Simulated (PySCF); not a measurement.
Silyl cyanide, `N#C[SiH3]`. Computed geometry: GFN2-xTB, gas phase.

```
atom  x, y, z in Å
N1     2.4037   -0.0243    0.0385
C2     1.2584   -0.0132    0.0188
Si3   -0.6078    0.0064   -0.0141
H4    -1.0101   -0.9880   -1.0067
H5    -0.9964    1.3630   -0.3945
H6    -1.0447   -0.3419    1.3364
```

Work out the bond lengths N1≡C2, C2–Si3, Si3–H4, Si3–H5, Si3–H6 in Å.

For N1≡C2 the difference vector is (-1.1453, 0.0111, -0.0197) Å, of length 1.1455 Å. N1≡C2 1.146; C2–Si3 1.867; Si3–H4 1.461; Si3–H5 1.462; Si3–H6 1.462 Å.

How far apart are these pairs, which share no bond: N1···Si3, C2···H4, C2···H6, H4···H5, H4···H6, H5···H6?

N1···Si3 3.012 Å (2 bonds apart); C2···H4 2.674 Å (2 bonds apart); C2···H6 2.674 Å (2 bonds apart); H4···H5 2.429 Å (2 bonds apart); H4···H6 2.431 Å (2 bonds apart); H5···H6 2.430 Å (2 bonds apart).

Where is the centre of mass (commonest isotopes), and what is the radius of gyration?

Mass 57.003 u; centre at (0.503, -0.005, 0.005) Å; Rg = √(Σ m r²/M) = 1.357 Å. As Ia + Ib + Ic = 2 Σ m r², the three principal moments sum to 209.9 u·Å².

What are the angles N1–C2–Si3, H5–Si3–H6, C2–Si3–H4, H4–Si3–H6, C2–Si3–H5?

From the scalar product of the two bond vectors; for N1–C2–Si3 it is -2.1382 Å² over 1.1455 × 1.8666 Å², cos θ = -1.000000. N1–C2–Si3 179.9°; H5–Si3–H6 112.5°; C2–Si3–H4 106.3°; H4–Si3–H6 112.5°; C2–Si3–H5 106.3°.

What is the repulsion energy of the bare nuclei, Σ ZA·ZB/RAB?

82.86 Eh over 15 pairs, with full nuclear charges and distances in bohr; the largest single term is 23.81 Eh (C2 with Si3).

Not checked by GFN2-xTB frequencies.
